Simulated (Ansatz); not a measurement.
Geometry optimisation, RKS PBE0/def2-SVP in Ansatz 0.2.0.

input.yaml

```yaml
crystal:
  periodic: [false, false, false]
  atoms:
    - { symbol: Si, position_ang: [0.0, 0.0, 0.0] }
    - { symbol: Si, position_ang: [1.3097, 0.0, 2.0349] }
    - { symbol: H, position_ang: [-0.0051, -0.4067, 2.5222] }
    - { symbol: H, position_ang: [2.3193, -0.9353, 2.5222] }
    - { symbol: H, position_ang: [1.6149, 1.342, 2.5222] }
    - { symbol: H, position_ang: [1.6588, 0.0, 0.0648] }
    - { symbol: F, position_ang: [-0.7489, 1.2974, -0.5295] }
    - { symbol: H, position_ang: [-0.6877, -1.1914, -0.4862] }
basis:
  gaussian: { orbitals: def2-SVP }
hamiltonian:
  xc: pbe0
relax:
  f_tol: 0.15
  max_steps: 25
  restrain:
    - { distance: [1, 5], at: 1.46, k: 30.0 }
    - { distance: [0, 1], at: 3.42, k: 30.0 }
    - { distance: [0, 5], at: 2.66, k: 30.0 }
output:
  orbitals: {}
```

Launched with:

```bash
$ ansatz run input.yaml --threads 1 --pin off --max-ram 2048MiB --backend cpu --events-out ev --progress --plain --runs-dir out
```

Where does it end, and by what steps?

It converged. The restraints hold the end off the free minimum. After 11 steps the energy has fallen by 1.464 eV (the restraints' own energy left out); Si1 moved furthest, 1.06 Å. Parted: Si1–Si2 (2.42 → 3.42 Å). Joined: Si2–H6 (2.00 → 1.48 Å).

```json
{"step": "0", "energy less start (eV)": "0.0000", "largest force component (eV/Å)": "3.851", "accepted": "yes"}
{"step": "1", "energy less start (eV)": "1.6053", "largest force component (eV/Å)": "5.718", "accepted": "yes"}
{"step": "2", "energy less start (eV)": "2.9458", "largest force component (eV/Å)": "6.555", "accepted": "yes"}
{"step": "3", "energy less start (eV)": "2.0518", "largest force component (eV/Å)": "5.403", "accepted": "yes"}
{"step": "4", "energy less start (eV)": "0.9091", "largest force component (eV/Å)": "3.483", "accepted": "yes"}
{"step": "5", "energy less start (eV)": "-0.1729", "largest force component (eV/Å)": "2.776", "accepted": "yes"}
{"step": "6", "energy less start (eV)": "-0.8762", "largest force component (eV/Å)": "1.272", "accepted": "yes"}
{"step": "7", "energy less start (eV)": "-1.1475", "largest force component (eV/Å)": "1.898", "accepted": "yes"}
{"step": "8", "energy less start (eV)": "-1.3690", "largest force component (eV/Å)": "0.922", "accepted": "yes"}
{"step": "9", "energy less start (eV)": "-1.4359", "largest force component (eV/Å)": "0.647", "accepted": "yes"}
{"step": "10", "energy less start (eV)": "-1.4553", "largest force component (eV/Å)": "0.640", "accepted": "yes"}
{"step": "11", "energy less start (eV)": "-1.4642", "largest force component (eV/Å)": "0.543", "accepted": "yes"}
```

```xyz
8
Properties=species:S:1:pos:R:3
Si -0.974 0.423 -0.061
Si 1.560 -0.124 2.169
H 0.464 -0.867 2.850
H 2.889 -0.642 2.602
H 1.467 1.333 2.461
H 1.453 -0.333 0.712
F -0.594 1.293 -1.395
H -0.805 -0.978 -0.687
```

Run time: 29 s on 1 thread of Arm Neoverse V2 (shared host), peak memory 0.14 GiB.
